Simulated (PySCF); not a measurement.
## Static response to an electric field

Compound: allyl alcohol, C3H6O.
Geometry (GFN2-xTB, Å), atoms numbered from 1 in this order:
```xyz
10
C3H6O angstrom
C      1.5256    0.2300    0.3326
C      0.3649    0.4761   -0.2441
C     -0.7513   -0.5199   -0.3577
O     -2.0014    0.0203    0.0168
H      2.3044    0.9709    0.3884
H      1.7532   -0.7333    0.7599
H      0.1455    1.4474   -0.6672
H     -0.8730   -0.8167   -1.4051
H     -0.5219   -1.4185    0.2334
H     -1.9371    0.3483    0.9206
```

Level: PBE0/def2-SVPD (PySCF), static field, nuclei fixed, core orbitals frozen in the response. The polarisability tensor in these axes (au):

```
x   54.08  0.36  4.86
y    0.36 39.23 -0.43
z    4.86 -0.43 37.69
```

Problem. Give the principal values, the mean and the anisotropy Δα = √{½[(α1 − α2)² + (α2 − α3)² + (α1 − α3)²]}.

Solution. Principal values 36.26, 39.31 and 55.41 au; mean 43.66 au = 6.47 Å³ = 7.20 × 10⁻⁴⁰ C²·m²/J; Δα = 17.82 au (41 % of the mean).

Problem. What is the dipole moment, and where does it point?

Solution. (1.31, -0.01, 0.86) D, 1.57 D in size, pointing from the negative to the positive side. Measured along this direction, the outermost atoms are O4 at the negative end and H5 at the positive end.

Problem. Traceless (Buckingham) quadrupole moment about the centre of nuclear charge: eigenvalues?

Solution. -4.88, 1.91, 2.98 D·Å. The values depend on the origin, since the dipole doesn't vanish. The electronic extent ⟨r²⟩ about the same centre is 331 bohr², a root-mean-square distance of 1.70 Å for the 32 electrons.

Problem. Sum over states: ᾱ = Σ f/ω², ω in Eh. What share falls to these 6 lowest TDDFT singlets (eV, f)? 6.56, 0.0471; 7.27, 0.0411; 7.49, 0.2370; 7.73, 0.0303; 7.97, 0.0291; 8.10, 0.0203.

Solution. They add up to 5.46 au, 12.5 % of the 43.66 au; the largest single term is 3.13 au, from the state at 7.49 eV. Terms in order: 0.81, 0.58, 3.13, 0.38, 0.34, 0.23 au. Higher excitations give the rest. The strengths listed sum to 0.405.

Problem. What would n − 1 = 2πNα be for an ideal gas of these molecules at 500 K and 1 atm, electronic part alone?

Solution. N = p/kT = 1.4678 × 10¹⁹ cm⁻³, so n − 1 = 2π × N × 6.47 × 10⁻²⁴ cm³ = 597 × 10⁻⁶ at long wavelengths, for an ideal gas.

Problem. What depolarisation ratio follows for Rayleigh scattering of linearly polarised light, taking the static tensor?

Solution. ρ = 3Δα²/(45ᾱ² + 4Δα²) = 953.0/(85789 + 1270.7) = 0.0109.

Problem. Find the Langevin capture rate constant for H3+ (3.023 u) meeting this molecule (58.042 u), k = 2.342 × 10⁻⁹ cm³/s × √(α in Å³ / reduced mass in u).

Solution. The reduced mass is 2.87 u, so k = 3.51 × 10⁻⁹ cm³/s. The formula leaves out the permanent dipole, which adds to the capture rate.

The structure is a single GFN2-xTB conformer in the gas phase; no vibrational or solvent corrections.
